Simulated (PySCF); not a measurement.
Simulated C 1s region for `C#CP` (ethynylphosphane), binding energy against the vacuum level.

Every computed line was given a Gaussian of 0.4 eV full width at half maximum and an area set by the number of equivalent atoms; the highest printed point is 100. Method used: PySCF, delta-SCF UKS SCAN, pcX-2 on the ionised atom, pcseg-1 elsewhere, spin-free X2C.

(binding energy (eV), intensity): (289.8, 0), (289.9, 2), (290.0, 10), (290.1, 27), (290.2, 55), (290.3, 82), (290.4, 97), (290.5, 100), (290.6, 97), (290.7, 83), (290.8, 56), (290.9, 28), (291.0, 10), (291.1, 3), (291.2, 0)

Task: Count the maxima, the lines and the sites behind this envelope.

Result: The curve has 1 maximum (at 290.5 eV). Under it lie 2 lines from 2 inequivalent carbon sites. At this width some lines have no maximum of their own.

Task: Decompose the envelope and assign each component. Numbering: `[CH:1]#[C:2][PH2:3]`.

Result: 
```tsv
position (eV)	relative area	line	atoms	environment
290.34	1	C 1s	C1	terminal alkyne carbon
290.66	1	C 1s	C2	alkyne carbon
```

Task: What are the centre and the root-mean-square width of the whole band?

Result: The area-weighted mean of the lines is 290.50 eV. Their own spread about it is 0.16 eV (rms) and each Gaussian has σ = 0.4/2.355 = 0.17 eV; the variances add, which gives 0.23 eV.

Task: Above which line width would these two lines show one maximum?

Result: Two equal Gaussians merge once their distance is under 2σ = FWHM/1.177. With 0.31 eV between them that is a full width over 0.36 eV.

Lowest listed C 1s: C1, bonded to C (triple bond) and H. Highest, 0.32 eV above it: C2, bonded to C (triple bond) and P. Summing the Pauling electronegativity differences to the bonded atoms, each weighted by its formal bond order, gives -0.35 for the lowest site and -0.36 for the highest; the largest sum, -0.35, belongs to C1, 0.32 eV below the top. The smallest sum, -0.36, belongs to C2, 0.32 eV above the lowest.

The curve has no shake-up lines and no vibrational structure. Spin contamination (⟨S²⟩ against 0.75 for a pure doublet) is marked for C 1s of C2 (0.86), which makes this value less certain. Isolated species at its GFN2-xTB geometry, gas phase.
